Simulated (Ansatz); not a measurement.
Input file:

```yaml
crystal:
  periodic: [false, false, false]
  atoms:
    - {symbol: B, position_ang: [0.000000, 0.000000, 0.815402]}
    - {symbol: Be, position_ang: [0.000000, 0.000000, -1.057759]}
    - {symbol: H, position_ang: [0.000000, 1.003181, 1.477258]}
    - {symbol: H, position_ang: [0.000000, -1.003180, 1.477258]}
    - {symbol: H, position_ang: [0.000000, 0.000000, -2.242759]}
basis:
  gaussian: {orbitals: 6-31G}
hamiltonian: {xc: {name: r2SCAN0}}
```

```sh
$ ansatz run in.yaml --threads 1 --pin off --events-out ev --progress --plain --max-ram 2393MiB
```

The program prints:

```
347 factors; integrals over basis functions are off by at most 2.5e-4 eV
mean field evaluation 1: about -1122.2897 eV, gradient 1.0e1 eV
mean field evaluation 2: about -1122.6089 eV, gradient 4.5e0 eV
mean field evaluation 4: about -1122.6861 eV, gradient 6.7e-2 eV
mean field evaluation 8: about -1122.6704 eV, gradient 1.3e-3 eV
mean field -1122.67040062 eV, -41.2573762494 hartree, gradient 2.5e-5 eV, S^2 0.000000; 0 other end points of the search recorded, 0 dependent functions left out
reference -1122.67040709 eV, -41.2573764871 hartree; 6, 6 occupied and 18, 18 virtual orbitals, 347 factors
Total energy: -1122.67040709 eV, -41.2573764871 hartree
```

Ran on 1 thread of AMD EPYC 9B14, shared host: 0.48 s wall, 0.1 GiB peak host memory.
